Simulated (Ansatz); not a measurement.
# SiH5O (doublet): the correlation ladder at distance O1–H3 along a hydrogen transfer = 0.960 Å, cc-pVDZ

How much of the correlation energy of SiH5O (doublet) does each wave-function method recover here?

Program: Ansatz 0.2.0, Gaussian basis. Level of theory: cc-pVDZ, core rule «outside noble gas», up to 6 orbitals frozen. These are calculated values, not measurements.

The runs, in order: UHF; CCSD(T) on ROHF; CCSD(T) on UHF; BCCD(T) on ROHF; CISD; CCSDT(Q) on ROHF; CCSDT(Q) on UHF; CASSCF and MRCISD+Q, 3 electrons in 3 orbitals; CASSCF and NEVPT2, 3 electrons in 3 orbitals.

## Step 1: The system

The geometry derives from fragments relaxed apart (PBE0/def2-TZVP) and kept rigid, so it is no stationary point. A hydrogen atom is moved between rigid fragments.

7 atoms, charge 0, spin multiplicity 2.

Atoms are counted from 1 here; the program's logs count them from 0.

Bond lengths: O1–H2 0.960 Å, O1–H3 0.960 Å, Si4–H5 1.486 Å, Si4–H6 1.486 Å, Si4–H7 1.486 Å. Angles: H2–O1–H3 105.1°, H5–Si4–H6 111.3°, H5–Si4–H7 111.3°, H6–Si4–H7 111.3°.

## Step 2: UHF

Input file in.yaml:

```yaml
crystal:
  periodic: [false, false, false]
  atoms:
    - {symbol: O, position_ang: [-1.771741, -0.019012, 0.000000]}
    - {symbol: H, position_ang: [-2.021050, 0.907564, 0.000000]}
    - {symbol: H, position_ang: [-0.812212, -0.019012, 0.000000]}
    - {symbol: Si, position_ang: [0.959259, -0.019012, 0.000000]}
    - {symbol: H, position_ang: [1.409232, -1.435264, 0.000000]}
    - {symbol: H, position_ang: [1.409233, 0.689115, -1.226512]}
    - {symbol: H, position_ang: [1.409234, 0.689115, 1.226511]}
basis:
  gaussian: {orbitals: cc-pVDZ}
magnetization: {spin_polarized: true, initial_magnetization: 1}
hamiltonian: {xc: hf}
output: {orbitals: {seedname: orbitals}}
```

Launch:

```sh
$ ansatz run in.yaml --threads 1 --pin off --events-out ev --progress --plain --max-ram 2816MiB --backend cpu
```

After this run come: CCSD(T) on ROHF; CCSD(T) on UHF; BCCD(T) on ROHF; CISD; CCSDT(Q) on ROHF; CCSDT(Q) on UHF; CASSCF and MRCISD+Q, 3 electrons in 3 orbitals; CASSCF and NEVPT2, 3 electrons in 3 orbitals.

Before running them: what should the planned runs give, taken together? Wanted: UCCSDT(Q) below the RHF energy; RMP2 from UCCSDT(Q); UMP2 from UCCSDT(Q); RCCSD from UCCSDT(Q); RCCSD(T) from UCCSDT(Q); UCCSD(T) from UCCSDT(Q); RCCSDT(Q) from UCCSDT(Q); NEVPT2 pair from UCCSDT(Q); MRCISD+Q pair from UCCSDT(Q).

As calculated:

| quantity | value |
| --- | --- |
| UCCSDT(Q) below the RHF energy | -9.6048 eV |
| RMP2 from UCCSDT(Q) | +26.89 kcal/mol |
| UMP2 from UCCSDT(Q) | +27.16 kcal/mol |
| RCCSD from UCCSDT(Q) | +5.05 kcal/mol |
| RCCSD(T) from UCCSDT(Q) | +0.92 kcal/mol |
| UCCSD(T) from UCCSDT(Q) | +0.92 kcal/mol |
| RCCSDT(Q) from UCCSDT(Q) | +0.02 kcal/mol |
| NEVPT2 pair from UCCSDT(Q) | +27.02 kcal/mol |
| MRCISD+Q pair from UCCSDT(Q) | +3.16 kcal/mol |
| levels within 1 kcal/mol (43 meV) | RCCSD(T), UCCSD(T), BCCD(T), RCCSDT, UCCSDT, RCCSDT(Q) |
| T1 diagnostic | 0.016 |

RCCSD(T) lands +0.92 kcal/mol from the yardstick (0.4 % of the correlation energy). Of the multireference levels listed MRCISD+Q pair comes nearest in total energy (+3.16 kcal/mol), which doesn't show that its space is the better one. These misses are within one basis, not against nature; the frozen cores of restricted and unrestricted runs differ, which can shift their rows.
